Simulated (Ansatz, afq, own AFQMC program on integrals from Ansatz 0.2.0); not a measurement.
## Atomization energy of AlB, singlet

```yaml
atoms:
  - { symbol: B, position_ang: [0.0000, 0.0000, 0.0000] }
  - { symbol: Al, position_ang: [0.0000, 0.0000, 2.0805] }
```

Atoms in their ground-state spins without spin–orbit coupling (mostly on UHF) minus the molecule (RHF), without zero-point energy. The geometry is a stationary point, not shown to be a minimum.

Basis cc-pVDZ. Noble-gas cores (and the filled d shells of Ga–Kr and In–Xe) are frozen. AFQMC by an in-house program on the Cholesky factors that Ansatz 0.2.0 writes for its CCSD(T) run. The CISD trial takes its coefficients from CCSD amplitudes. Released means that phaseless walkers are propagated on without the constraint, phases kept. ± is one standard error of the sampling. The errors of all members are added in quadrature.

Full CI on the same integrals is exact in this basis and with this determinant's frozen core.

Errors are counted within cc-pVDZ, not against nature.

Cautions: AlB (singlet): higher spins were not checked, restricted determinant unstable towards unrestricted (UHF 1.66 eV lower, ⟨S²⟩ 1.26), the search met a lower determinant of the same kind, perhaps of another symmetry (313 meV lower), and this one is a saddle point, strong correlation (T1 0.060, weight of the determinant 0.77, largest double 0.17), (T) is large, 7 % of the CCSD correlation, the CCSDTQ amplitudes may be one of several solutions (largest double 0.89), the released energies are still falling, so no released level is given (meV from the phaseless value at times in 1/Eh: -16 ± 10 at 0.24, -43 ± 11 at 0.51, -67 ± 10 at 0.99, -85 ± 12 at 1.62, -105 ± 16 at 2.40), the determinant fills πx and πy unequally, so it mixes two states of the linear molecule, and each level undoes that mixture to a different degree, while full CI gives the lower state, and by Hund's rule a triplet of that filling probably lies lower still, CCSDTQ on the UHF determinant differs (583 meV lower), perhaps since the unrestricted series falls towards higher spin, its ph-AFQMC/CISD value lies 225 ± 8 meV above full CI.

Reference (full CI): 1.117 eV.

| level | atomization energy (eV) | error against FCI (eV) |
| --- | --- | --- |
| HF | -0.657 | -1.773 |
| MP2 | 0.677 | -0.440 |
| CCSD | 0.704 | -0.413 |
| CCSD(T) | 0.949 | -0.167 |
| ph-AFQMC/HF | 0.956 ± 0.051 | -0.161 ± 0.051 |
| ph-AFQMC/CISD | 0.898 ± 0.008 | -0.219 ± 0.008 |

Correlation beyond CCSD(T) adds 0.167 eV. The perturbative (T) step is worth +0.245 eV. Where a determinant mixes two states, these steps and errors hold in part the undoing of that mixture, and only full CI is sure.
